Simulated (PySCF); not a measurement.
# Polarisability of `C1=C[PH2+]C=C1`

Species: C4H6P (charge +1).
Structure used (GFN2-xTB), in Å, numbered top down from 1:
```
atom  x, y, z in Å
C1    -0.9679    0.8668   -0.3432
C2     0.3147    1.2525   -0.2125
P3     1.2780   -0.1845    0.2476
C4    -0.1404   -1.2773    0.2408
C5    -1.2225   -0.5490   -0.0903
H6    -1.7710    1.5329   -0.6148
H7     0.7109    2.2433   -0.3535
H8     1.8888   -0.0744    1.4727
H9     2.2445   -0.5231   -0.6675
H10   -0.1112   -2.3297    0.4652
H11   -2.2183   -0.9547   -0.1706
```

Level: PBE0/def2-SVPD (PySCF), static field, nuclei fixed, core orbitals frozen in the response. The polarisability tensor in these axes (au):

```
x   70.70 -0.86  5.23
y   -0.86 60.09 -4.30
z    5.23 -4.30 41.91
```

Task: What are the eigenvalues, a third of the trace, and Δα (Δα² = ½Σ(αi − αj)² over the three pairs)?

Result: Principal values 40.14, 60.71 and 71.85 au; mean 57.57 au = 8.53 Å³ = 9.49 × 10⁻⁴⁰ C²·m²/J; Δα = 27.86 au (48 % of the mean).

Task: What depolarisation ratio follows for Rayleigh scattering of linearly polarised light, taking the static tensor?

Result: ρ = 3Δα²/(45ᾱ² + 4Δα²) = 2328.5/(149128 + 3104.7) = 0.0153.

Task: In TDDFT the mean static polarisability is Σ f/ω² over all singlet excitations (ω in hartree). How much of it do the 8 lowest give? Their energies (eV) and oscillator strengths: 4.14, 0.0312; 5.92, 0.0016; 6.58, 0.0341; 6.69, 0.0000; 6.75, 0.0000; 6.80, 0.0000; 7.74, 0.0000; 7.95, 0.0000.

Result: They add up to 1.96 au, 3.4 % of the 57.57 au; the largest single term is 1.34 au, from the state at 4.14 eV. Terms in order: 1.34, 0.03, 0.58, 0.00, 0.00, 0.00, 0.00, 0.00 au. Higher excitations give the rest. The strengths listed sum to 0.067.

Task: Directions of the eigenvectors, and the extent of the frame along each?

Result: Largest value along (0.97, -0.14, 0.19), where the nuclei span 4.18 Å; middle along (0.17, 0.97, -0.17), 4.72 Å; least along (-0.16, 0.20, 0.97), 2.22 Å. The strongest response doesn't lie along the longest of the three spans.

Task: Give the eigenvalues of the traceless quadrupole moment Θ = ½Σq(3rr − r²1), origin at the centre of nuclear charge.

Result: -12.10, 0.86, 11.23 D·Å. The values depend on the origin, since the species is charged. The electronic extent ⟨r²⟩ about the same centre is 422 bohr², a root-mean-square distance of 1.64 Å for the 44 electrons.

Isolated species at its GFN2-xTB geometry, gas phase.

These values come from a run that also computed excited states. Time: 14 s wall; peak memory 0.64 GiB. Hardware: an Arm Neoverse V1 with one thread (shared host).
